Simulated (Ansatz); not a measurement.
## Relaxing Ba2F3

Level of theory: Ansatz, DFT PBE, scalar-relativistic, plane waves, PAW. Cutoff 420 eV, Γ-centred k mesh, Gaussian smearing, no spin polarisation in the final step.

Ba2F3 was placed on the corundum structure type (R-3c, No. 167), with Ba in place of Al, F in place of O, at a guessed volume.

```yaml
crystal:
  lattice:
    - [3.25865, 1.88138, 5.93123]
    - [-3.25865, 1.88138, 5.93123]
    - [0.00000, -3.76276, 5.93123]
  atoms:
    - { symbol: Ba, position: [0.85218, 0.85218, 0.85218] }
    - { symbol: Ba, position: [0.64782, 0.64782, 0.64782] }
    - { symbol: Ba, position: [0.14782, 0.14782, 0.14782] }
    - { symbol: Ba, position: [0.35218, 0.35218, 0.35218] }
    - { symbol: F, position: [0.05625, 0.44375, 0.75000] }
    - { symbol: F, position: [0.75000, 0.05625, 0.44375] }
    - { symbol: F, position: [0.44375, 0.75000, 0.05625] }
    - { symbol: F, position: [0.94375, 0.55625, 0.25000] }
    - { symbol: F, position: [0.25000, 0.94375, 0.55625] }
    - { symbol: F, position: [0.55625, 0.25000, 0.94375] }
```

Cell and atoms relax at zero pressure; the relaxation can't lower the symmetry of the start. After a coarse first stage the cell is made exact in the group found at 0.06 Å.

The zero of energy is the elements' standard structures at the same level (F₂ as a molecule); no fitted shifts are applied.

Task: What does it relax into?

Result: It keeps R-3c (No. 167). The result has the corundum structure. Conventional cell: a = 6.979 Å, c = 17.600 Å. Ba is coordinated by 6 F at 2.74–2.75 Å; F is coordinated by 4 Ba at 2.74–2.75 Å.

```cif
data_structure
_symmetry_space_group_name_H-M 'R-3c:H'
_symmetry_Int_Tables_number 167
_cell_length_a 6.9788
_cell_length_b 6.9788
_cell_length_c 17.5997
_cell_angle_alpha 90.000
_cell_angle_beta 90.000
_cell_angle_gamma 120.000
_cell_volume 742.33
loop_
_atom_site_label
_atom_site_type_symbol
_atom_site_symmetry_multiplicity
_atom_site_Wyckoff_symbol
_atom_site_fract_x
_atom_site_fract_y
_atom_site_fract_z
_atom_site_occupancy
Ba1 Ba 12 c 0.00000 0.00000 0.36415 1
F1 F 18 e 0.26741 0.00000 0.25000 1
```

Task: What are its volume, energy, density and gap?

Result: The volume per atom is 24.74 Å³. The density is 4.45 g/cm³. The energy over the elements is -3.26 eV/atom and the gap on the 6×6×6 mesh is 0 eV (a metal).

The final run used a 6×6×6 mesh on its 10-atom cell and 0.10 eV smearing. For metals, differences of a few meV/atom aren't resolved. A structure relaxed within its symmetry needn't be a true minimum. The steps took roughly 3 core-minutes in all.